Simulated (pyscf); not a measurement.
H₃C–CH(CH₃)–CH₃ → methane (CH₄) + propene (H₂C=CH–CH₃) (elimination; singlet surface; C–C, C–H broken, C–H formed). Single points on ωB97X-D3(BJ)/def2-SVP structures (PySCF, gas phase). Energies in kcal/mol from the reactant's lowest minimum found.

```json
[
 {"level": "ωB97X-D3(BJ)/def2-TZVP", "barrier": "113.5", "reaction energy": "+24.8"},
 {"level": "r²SCAN/def2-TZVP", "barrier": "___", "reaction energy": "+22.5"},
 {"level": "B3LYP-D3(BJ)/def2-TZVP", "barrier": "101.5", "reaction energy": "+19.9"},
 {"level": "PBE0-D3(BJ)/def2-TZVP", "barrier": "105.5", "reaction energy": "+25.5"},
 {"level": "M06-2X/def2-TZVP", "barrier": "___", "reaction energy": "___"},
 {"level": "HF/def2-TZVP", "barrier": "131.0", "reaction energy": "+16.5"}
]
```

**Question.** What belongs in the gaps?

**Answer.** 
- r²SCAN/def2-TZVP, barrier: 100.2
- M06-2X/def2-TZVP, barrier: 109.7
- M06-2X/def2-TZVP, reaction energy: +23.1

The functionals in the table span 13.3 kcal/mol in this barrier, from r²SCAN to ωB97X-D3(BJ). The same reactants have a lower exit, to CH₃• + H₃C–CH•–CH₃ (no saddle counted: cutting one bond costs +94.2 kcal/mol at ωB97M-D3(BJ), against +109.1 kcal/mol here). One saddle was located; it need not be the lowest between these sides. One closed-shell reference is unstable to symmetry breaking; treat the single-reference values with care.
